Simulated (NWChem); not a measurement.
# Converging the integration grid for SiS (SMILES [Si-]#[S+])

The species is SiS (2 atoms), meant as a singlet with charge 0. SMILES: `[Si-]#[S+]`. Geometry: the measured bond length.

```xyz
2

Si    0.0000    0.0000    0.0000
S     0.0000    0.0000    1.9293
```

Program: NWChem 7.3.0. Method: r2SCAN/def2-TZVP. Swept: integration grid. Watched: the dipole moment. Each run: energy and properties. Hardware: 1 thread of Intel Xeon 6975P-C (Granite Rapids), shared host.

The last row is the best point of the sweep, not the limit.

Question: The candidates, from coarse to fine: lebedev 20 3; lebedev 35 6; lebedev 50 8; lebedev 75 11; lebedev 99 14; lebedev 150 18. Estimate which is the coarsest that holds the dipole moment within 0.05 D of the last.

Answer: lebedev 35 6: it is 0.0045 D off and takes 6 s, against 14 s for lebedev 150 18.

```tsv
integration grid	value (D)	from the best (D)	wall time
lebedev 20 3	0.9155	-0.6457	6.3 s
lebedev 35 6	1.5567	-0.0045	6 s
lebedev 50 8	1.5612	0.0000	6.3 s
lebedev 75 11	1.5612	0.0000	7.2 s
lebedev 99 14	1.5611	-0.0001	6.9 s
lebedev 150 18	1.5612	0.0000	14 s
```
